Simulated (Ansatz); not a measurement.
Process, species as SMILES: O (H2O) → [OH] (OH) + H atom
B3LYP-D3(BJ)/def2-TZVP geometries, fixed; electronic energies without zero-point terms.

Energies in hartree at MP2 with Ansatz (an electronic-structure program); the bond dissociation energy is their sum with the coefficients shown, times 627.509 kcal/mol a hartree. All functions are spherical. Cores are frozen. Open shells are unrestricted. No added dispersion term, no relativity.

| species | coefficient | part | cc-pVDZ | cc-pVTZ | cc-pVQZ |
|---|---|---|---|---|---|
| O (H2O) | -1 | Hartree-Fock | -76.02645 | -76.05675 | -76.06441 |
| O (H2O) | -1 | correlation | -0.20194 | -0.26179 | -0.28314 |
| [OH] (OH) | +1 | Hartree-Fock | -75.39364 | -75.41896 | -75.42557 |
| [OH] (OH) | +1 | correlation | -0.14921 | -0.19987 | -0.21789 |
| H atom | +1 | Hartree-Fock | -0.49928 | -0.49981 | -0.49995 |

Predict the bond dissociation energy in cc-pV5Z (X = 5): let each Hartree-Fock step shrink by the ratio of the last two, and fit each correlation energy at X = 3 and 4 to E + A/X^3. Compare with the run.


- O (H2O): steps -0.03030 and -0.00766, ratio 0.253, so Hartree-Fock -76.06635 (run: -76.06667); A = (-0.26179 - (-0.28314))/(1/27 - 1/64) = 0.9971, correlation -0.28314 - A/64 + A/125 = -0.29074 (run: -0.29186).
- [OH] (OH): steps -0.02532 and -0.00661, ratio 0.261, so Hartree-Fock -75.42730 (run: -75.42742); A = (-0.19987 - (-0.21789))/(1/27 - 1/64) = 0.8416, correlation -0.21789 - A/64 + A/125 = -0.22431 (run: -0.22534).
- H atom: steps -0.00053 and -0.00014, ratio 0.264, so Hartree-Fock -0.49999 (run: -0.49999).
Predicted 128.95 kcal/mol; the run in cc-pV5Z gives 129.13, a miss of -0.18. Keeping the value in cc-pVQZ, 128.10, would miss by -1.03. All sums are of the energies as printed.
